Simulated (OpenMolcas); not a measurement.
# CHCl2F (dichlorofluoromethane): levels of theory compared

We compute a comparison of 6 runs (B3LYP/6-31G*, B2PLYP/def2-SVPD, TPSS/def2-SVPD, revPBE/def2-SVPD, CCSD(T)/def2-SVPD) of CHCl2F (dichlorofluoromethane). 

Program for the calculation: OpenMolcas 26.06.

## Step 1: The structure to begin with

The species is CHCl2F (5 atoms), meant as a singlet with charge 0. SMILES: `FC(Cl)Cl`. The coordinates come from a PBE0-D4/def2-TZVP relaxation.

Bond lengths: F1–C2 1.340 Å, C2–Cl3 1.759 Å, C2–Cl4 1.759 Å, C2–H5 1.088 Å. Angles: F1–C2–Cl3 109.4°, F1–C2–Cl4 109.4°, Cl3–C2–Cl4 111.6°, F1–C2–H5 109.7°, Cl3–C2–H5 108.4°, Cl4–C2–H5 108.4°.

## Step 2: Energy and gradient at B3LYP/6-31G(d) (spherical functions) (run 1)

Input file run.inp:

```
&GATEWAY
  BasLib=$CurrDir
  BasisSet
  F.6-31Gs....
  F1 -0.590600 0.132500 1.230400 angstrom
  End of Basis
  BasisSet
  C.6-31Gs....
  C2 0.006400 0.099400 0.030700 angstrom
  End of Basis
  BasisSet
  Cl.6-31Gs....
  Cl3 1.459900 -0.886800 0.126900 angstrom
  Cl4 -1.120400 -0.525200 -1.167100 angstrom
  End of Basis
  BasisSet
  H.6-31Gs....
  H5 0.294600 1.106400 -0.262500 angstrom
  End of Basis

&SEWARD
  GridInput
  Grid=UltraFine
  End of Grid

&SCF
  KSDFT=B3LYP
  Thresholds=1e-10 1e-07 1e-07 1e-05
  PrOrbitals=1 1

&ALASKA
```

The basis set 6-31G* is read from a file made from the Basis Set Exchange's data (not shown).

Run with:

```
$ export MOLCAS_MEM=1860
$ pymolcas run.inp > run.log
```

Output:

```text
--- Start Module: gateway ---
[...]
--- Stop Module: gateway /rc=_RC_ALL_IS_WELL_ ---
[...]
      Basis functions           66
[...]
--- Start Module: scf ---
[...]
       Convergence after  13 Iterations
[...]
::    Total KS-DFT energy                           -1058.9133703783
[...]
      Total spin, S                                     0.0000000000
[...]
      Total electronic charge=   50.000000
      Total            charge=   -0.000000
[...]
      Dipole Moment (debye):
      Origin of the operator (angstrom)=    0.0101   -0.4370   -0.1265
                   X=  3.5720E-01               Y=  1.2423E+00               Z= -3.6514E-01           Total=  1.3432E+00
      Quadrupole Moment (debye*angstrom):
[...]
--- Stop Module: scf /rc=_RC_ALL_IS_WELL_ ---
[...]
--- Start Module: alaska ---
[...]
 *              Molecular gradients               *
 **************************************************
  Irreducible representation: a
 ------------------------------------------------------------------------------------------
                              X                       Y                       Z
 ------------------------------------------------------------------------------------------
  F1                3.67000638622095E-03   -1.71742817244969E-04   -7.36453754855759E-03
  C2               -9.02006803625399E-04   -9.96732494797392E-03   -9.90638423835122E-04
  CL3              -1.22503264856277E-02    7.19227675032563E-03   -1.61822715851523E-03
  CL4               9.88375040115486E-03    4.08526572140300E-03    9.48089270382013E-03
  H5               -4.01423498094688E-04   -1.13847470655681E-03    4.92510427088977E-04
 ------------------------------------------------------------------------------------------
--- Stop Module: alaska /rc=_RC_ALL_IS_WELL_ ---
[...]
```

It took 16 s on 1 thread of AMD EPYC 7R43 (Zen 3), shared host; peak memory 0.4 GiB.

## Step 3: Energy and forces at B3LYP/6-31G(d) (Cartesian functions) (run 2)

Input file calc.input:

```
>>> EXPORT MOLCAS_PRINT=2

&gateway
 baslib=$CurrDir
 coord
 5
 angstrom
 F       -0.590600       0.132500       1.230400
 C        0.006400       0.099400       0.030700
 Cl       1.459900      -0.886800       0.126900
 Cl      -1.120400      -0.525200      -1.167100
 H        0.294600       1.106400      -0.262500
 basis=6-31Gs
 group=NoSym

&seward
 gridinput
 Grid=UltraFine
 End of Grid

&scf
 ksdft=B3LYP
 thresholds=1e-10 1e-07 1e-07 1e-05
 prorbitals=1 2

&alaska
```

The basis set 6-31G* is read from a file made from the Basis Set Exchange's data (not shown).

Run with:

```
$ export MOLCAS_MEM=1860
$ pymolcas calc.input > calc.log
```

Output:

```text
--- Start Module: gateway ---
[...]
--- Stop Module: gateway /rc=_RC_ALL_IS_WELL_ ---
[...]
      Basis functions           70
[...]
--- Start Module: scf ---
[...]
       Convergence after  14 Iterations
[...]
::    Total KS-DFT energy                           -1058.9219536825
[...]
      Total spin, S                                     0.0000000000
[...]
      Total electronic charge=   50.000000
      Total            charge=   -0.000000
[...]
      Dipole Moment (debye):
      Origin of the operator (angstrom)=    0.0101   -0.4370   -0.1265
                   X=  3.5550E-01               Y=  1.2413E+00               Z= -3.6203E-01           Total=  1.3410E+00
      Quadrupole Moment (debye*angstrom):
[...]
--- Stop Module: scf /rc=_RC_ALL_IS_WELL_ ---
[...]
--- Start Module: alaska ---
[...]
 *              Molecular gradients               *
 **************************************************
  Irreducible representation: a
 ------------------------------------------------------------------------------------------
                              X                       Y                       Z
 ------------------------------------------------------------------------------------------
  F1                3.88900990690999E-03   -1.95919922342469E-04   -7.80756565769636E-03
  C2               -1.02726122183516E-03   -1.02461893100427E-02   -8.18663153847154E-04
  CL3              -1.25598470140034E-02    7.34919762931341E-03   -1.63055310522431E-03
  CL4               1.01054319190759E-02    4.16761806305477E-03    9.73468259598675E-03
  H5               -4.07333590156211E-04   -1.07470646000873E-03    5.22099320824809E-04
 ------------------------------------------------------------------------------------------
--- Stop Module: alaska /rc=_RC_ALL_IS_WELL_ ---
[...]
```

Run time: 15 s. Hardware: 1 thread of AMD EPYC 7R43 (Zen 3), shared host; peak memory 0.41 GiB.

Run 3 isn't shown in full; the table further down has it.

## Step 4: Energy and gradient at TPSS/def2-SVPD (run 4)

Input file test.inp:

```
* CHCl2F Kohn-Sham DFT

&GATEWAY
 BasLib
 $CurrDir
 Coord
 5
 angstrom
 F       -0.590600       0.132500       1.230400
 C        0.006400       0.099400       0.030700
 Cl       1.459900      -0.886800       0.126900
 Cl      -1.120400      -0.525200      -1.167100
 H        0.294600       1.106400      -0.262500
 Basis
 def2-SVPD
 Group
 NoSym

&SEWARD
 GridInput
 Grid=UltraFine
 End of Grid

&SCF
 KSDFT
 2
 1.0 MGGA_X_TPSS
 1.0 MGGA_C_TPSS
 Thresholds
 1e-10 1e-07 1e-07 1e-05
 PrOrbitals
 1 1

&ALASKA
```

The basis set def2-SVPD is read from a file made from the Basis Set Exchange's data (not shown).

Run with:

```
$ export MOLCAS_MEM=1860
$ pymolcas test.inp > test.log
```

Output:

```text
--- Start Module: gateway ---
[...]
--- Stop Module: gateway /rc=_RC_ALL_IS_WELL_ ---
[...]
      Basis functions          105
[...]
--- Start Module: scf ---
[...]
       Convergence after  13 Iterations
[...]
::    Total KS-DFT energy                           -1058.6207820593
[...]
      Total spin, S                                     0.0000000000
[...]
      Total electronic charge=   50.000000
      Total            charge=   -0.000000
[...]
      Dipole Moment (debye):
      Origin of the operator (angstrom)=    0.0101   -0.4370   -0.1265
                   X=  3.6771E-01               Y=  1.1088E+00               Z= -4.2338E-01           Total=  1.2425E+00
      Quadrupole Moment (debye*angstrom):
[...]
--- Stop Module: scf /rc=_RC_ALL_IS_WELL_ ---
[...]
--- Start Module: alaska ---
[...]
 *              Molecular gradients               *
 **************************************************
  Irreducible representation: a
 ------------------------------------------------------------------------------------------
                              X                       Y                       Z
 ------------------------------------------------------------------------------------------
  F1                6.66314405151702E-03   -6.55763749497495E-04   -1.34681590947672E-02
  C2               -2.12534112504473E-03   -5.15232847634550E-03    2.79563010446171E-03
  CL3              -1.24463892640385E-02    7.79402986507272E-03   -1.15421884855582E-03
  CL4               9.76280136457675E-03    4.67676592551136E-03    9.98240083988833E-03
  H5               -1.85421502707817E-03   -6.66270356486720E-03    1.84434699903369E-03
 ------------------------------------------------------------------------------------------
--- Stop Module: alaska /rc=_RC_ALL_IS_WELL_ ---
[...]
```

It took 36 s on 1 thread of AMD EPYC 7R43 (Zen 3), shared host; peak memory 0.6 GiB.

Run 5 isn't shown in full; the table further down has it.

## Step 5: A single-point energy at CCSD(T)/def2-SVPD (Cholesky decomposition) (run 6)

Input file struct.xyz:

```xyz
5

F     -0.590600     0.132500     1.230400
C      0.006400     0.099400     0.030700
Cl     1.459900    -0.886800     0.126900
Cl    -1.120400    -0.525200    -1.167100
H      0.294600     1.106400    -0.262500
```

Input file job.inp:

```
* CHCl2F CCSD(T)
>>> EXPORT MOLCAS_PRINT=2

&GATEWAY
 BasLib = $CurrDir
 Coord = struct.xyz
 Basis = def2-SVPD
 Group = NoSym

&SEWARD
 High

&SCF
 Thresholds = 1e-10 1e-07 1e-07 1e-05
 PrOrbitals = 1 2

&CHCC
 Frozen = 12
 Threshold = 1e-08
 MaxIterations = 80

&CHT3
 Frozen = 12
```

The basis set def2-SVPD is read from a file made from the Basis Set Exchange's data (not shown).

Run with:

```
$ export MOLCAS_MEM=1860
$ pymolcas job.inp > job.log
```

Output:

```text
--- Start Module: gateway ---
[...]
--- Stop Module: gateway /rc=_RC_ALL_IS_WELL_ ---
[...]
      Basis functions          105
[...]
       Convergence after  13 Iterations
[...]
::    Total SCF energy                              -1056.4874463502
[...]
      Total spin, S                                     0.0000000000
[...]
      Total electronic charge=   50.000000
      Total            charge=   -0.000000
[...]
      Dipole Moment (debye):
      Origin of the operator (angstrom)=    0.0101   -0.4370   -0.1265
                   X=  4.8206E-01               Y=  1.2068E+00               Z= -6.2403E-01           Total=  1.4415E+00
      Quadrupole Moment (debye*angstrom):
[...]
--- Start Module: chcc ---
[...]
--- Stop Module: chcc /rc=_RC_ALL_IS_WELL_ ---
[...]
--- Start Module: cht3 ---
[...]
--- Stop Module: cht3 /rc=_RC_ALL_IS_WELL_ ---
[...]
```

Wall time 4.1 min (1 thread of AMD EPYC 7R43 (Zen 3), shared host); peak memory 0.18 GiB.

## Step 6: The series

```
run                                       level  Cartesian functions      task   energy (Eh)  dipole moment (D) of the reference  HOMO energy (eV)  LUMO energy (eV)  wall time
  1          B3LYP/6-31G* (spherical functions)                   no  gradient  -1058.913370                                1.34             -8.75             -0.43       16 s
  2          B3LYP/6-31G* (Cartesian functions)                  yes  gradient  -1058.921954                                1.34             -8.75             -0.43       15 s
  3                            B2PLYP/def2-SVPD                   no    energy  -1058.166033                                1.35            -10.52              0.77       25 s
  4                              TPSS/def2-SVPD                   no  gradient  -1058.620782                                1.24             -7.99             -1.44       36 s
  5                            revPBE/def2-SVPD                   no  gradient  -1058.354756                                1.19             -7.80             -1.51       31 s
  6  CCSD(T)/def2-SVPD (Cholesky decomposition)                   no    energy  -1057.167428                                1.44            -12.65              2.50    4.1 min
```

## Step 7: Outcome

```
                                           quantity           value
                                run 6: total energy  -1057.16743 Eh
          run 6: dipole moment (mean-field density)          1.44 D
         run 6: HOMO energy (Hartree–Fock orbitals)       -12.65 eV
         run 6: LUMO energy (Hartree–Fock orbitals)         2.50 eV
       run 6: HOMO–LUMO gap (Hartree–Fock orbitals)        15.14 eV
run 6: correlation energy (12 core orbitals frozen)      -680.0 mEh
                              run 6: (T) correction      -19.73 mEh
```

**Reading.** Over runs 1, 2, 3, 4, 5 the dipole moment (its size) runs from 1.19 D (revPBE/def2-SVPD) to 1.35 D (B2PLYP/def2-SVPD). A double hybrid's value is that of its SCF part. Over runs 1, 2, 3, 4, 5 the HOMO–LUMO gap runs from 6.29 eV (revPBE/def2-SVPD) to 11.28 eV (B2PLYP/def2-SVPD). For B2PLYP the log adds the whole second-order term; the table takes 0.27 of it, as the functional is defined. Totals of different functionals can't be ranked against each other. All runs together took 6.2 min, the longest 4.1 min.
